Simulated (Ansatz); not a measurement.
System: bcc Cs. Method: r²SCAN (PAW; Ansatz, a first-principles code).

Numerical settings: plane-wave cutoff 560 eV, 14×14×14 k mesh, Fermi–Dirac smearing 0.05 eV, scalar-relativistic PAW data made under PBE.

The volume scan:

```csv
V (Å³/atom),E − E_lowest (meV/atom)
116.308,2.57
118.782,1.05
121.257,0.22
123.732,0.00
126.206,0.35
128.681,1.21
131.156,2.55
```

**Question.** Fit the third-order Birch–Murnaghan equation and give B0 and B′.

**Answer.** V0 = 123.409 Å³/atom, B0 = 1.85 GPa, B′ = 3.5 (fit to the energies at full precision).

Measured, for comparison: bulk modulus 2.11 GPa (corrected for temperature and zero-point phonon effects, our sources range from 2.11 to 2.35; as tabulated in Levämäki et al. (2014), arXiv:1402.3671); equilibrium volume per atom 110.12 Å³/atom (low-temperature or extrapolated to 0 K; zero-point anharmonic expansion removed; as tabulated in Csonka et al. (2009), arXiv:0903.4037). Computed (rounded) less measured: bulk modulus -12 % (-12 % to -21 % over the range), equilibrium volume per atom +12.1 %.

Spin–orbit coupling is not included.

Computed values are for the static lattice.
